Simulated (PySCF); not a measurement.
Species: C5H9F.
Structure used (PBE0-D3(BJ)/def2-SVP), in Å, numbered top down from 1:
```xyz
15
C5H9F angstrom
F     -1.041   -0.065    1.784
C     -1.187    0.061    0.411
C     -0.348    1.232   -0.065
C      1.092    0.695   -0.044
C      0.968   -0.844   -0.163
C     -0.538   -1.134   -0.259
H     -2.264    0.166    0.201
H     -0.500    2.121    0.564
H     -0.661    1.493   -1.089
H      1.583    0.966    0.902
H      1.700    1.131   -0.851
H      1.516   -1.245   -1.028
H      1.389   -1.329    0.730
H     -0.840   -2.078    0.217
H     -0.870   -1.170   -1.309
```

Computed with PBE0-D3(BJ)/def2-SVP geometry optimisation, gas phase (PySCF 2.14.0).

Take the most abundant isotopes and a rigid rotor. The values belong to one conformer with, in the numbering `[F:1][CH:2]1[CH2:3][CH2:4][CH2:5][CH2:6]1`, F1–C2–C3–C4 76°, C2–C3–C4–C5 24°, C3–C4–C5–C6 0°, C4–C5–C6–C2 -25°.

(1) Give the principal moments of inertia and the rotational constants in cm⁻¹.

(2) What kind of rotor is it?

(3) Is it planar, by Δ = Ic − Ia − Ib?

(4) Where do the levels up to J = 3 lie, in K?

(5) Predict some low-J microwave lines.

(6) Estimate the classical rotational partition function at 25 K, 100 K and 298.15 K.

Answers

(1) Ia = 100.08, Ib = 139.99, Ic = 173.17 u·Å²; 505379 MHz·u·Å²/I gives 5050, 3610 and 2918 MHz, that is A = 0.16845, B = 0.12042, C = 0.09735 cm⁻¹.

(2) An asymmetric top. Ray's parameter κ = (2B − A − C)/(A − C) = -0.351; −1 is the prolate and +1 the oblate limit.

(3) Not planar: Δ = Ic − Ia − Ib = -66.89 u·Å². For a rigid frame Δ = −2 Σ m c², so Σ m c² = 33.45 u·Å² lies off the ab plane: 10.91 from hydrogen and 22.54 from heavier atoms. The atom farthest from that plane is 1.59 Å away.

(4) Above 0(0,0), as E/k:
J = 1: 1(0,1) 0.313, 1(1,1) 0.382, 1(1,0) 0.416
J = 2: 2(0,2) 0.931, 2(1,2) 0.976, 2(1,1) 1.075, 2(2,1) 1.283, 2(2,0) 1.292
J = 3: 3(0,3) 1.837, 3(1,3) 1.861, 3(1,2) 2.058, 3(2,2) 2.223, 3(2,1) 2.266, 3(3,1) 2.656, 3(3,0) 2.658

(5) The dipole components are |μa| = 1.06 D, |μb| = 0.00 D, |μc| = 1.31 D; the mirror of this Cs structure is the ac plane, so μb vanishes by symmetry and there are no b-type lines. The squared components, which scale the intensities, stand as 0.65 : 1.00 (a : c). Some lines, for components of 0.1 D or more:

```tsv
type	branch	J(Ka,Kc)	MHz	lower level (cm⁻¹)
c	Q	3(1,3) ← 3(0,3)	495	1.277
a	Q	3(2,1) ← 3(2,2)	893	1.545
c	Q	2(1,2) ← 2(0,2)	944	0.647
c	Q	1(1,1) ← 1(0,1)	1440	0.218
a	Q	3(1,2) ← 3(1,3)	4114	1.293
a	Q	5(2,3) ← 5(2,4)	4427	3.485
c	Q	5(3,3) ← 5(2,3)	5886	3.633
c	Q	4(4,1) ← 4(3,1)	11999	2.736
a	R	2(0,2) ← 1(0,1)	12861	0.218
a	R	3(0,3) ← 2(0,2)	18888	0.647
c	R	3(1,2) ← 2(0,2)	23496	0.647
c	R	3(2,1) ← 2(1,1)	24798	0.747
a	R	4(3,1) ← 3(3,0)	26625	1.848
a	R	5(1,5) ← 4(1,4)	30340	2.108
c	R	4(1,3) ← 3(0,3)	31595	1.277
a	R	5(4,1) ← 4(4,0)	33116	3.136
c	R	4(3,1) ← 3(2,1)	34805	1.575
c	R	4(4,0) ← 3(3,0)	38629	1.848
c	R	5(2,3) ← 4(1,3)	39037	2.331
c	R	5(2,4) ← 4(1,4)	41286	2.108
c	R	5(5,1) ← 4(4,1)	48749	3.136
```

(6) Point group Cs, symmetry number σ = 1; q = (√π/σ)·√((kT/h)³/(ABC)), k/h = 20836.6 MHz/K: 2890 at 25 K, 23100 at 100 K, 119000 at 298.15 K.

Not checked by PBE0-D3(BJ)/def2-SVP frequencies. Zero-point vibration and centrifugal distortion are left out.

Hardware: one thread, Intel Xeon Platinum 8375C at 2.90 GHz (x86_64), on a shared host. Cost: 28 s of wall time, 0.55 GiB resident at most. These figures are those of the optimisation.
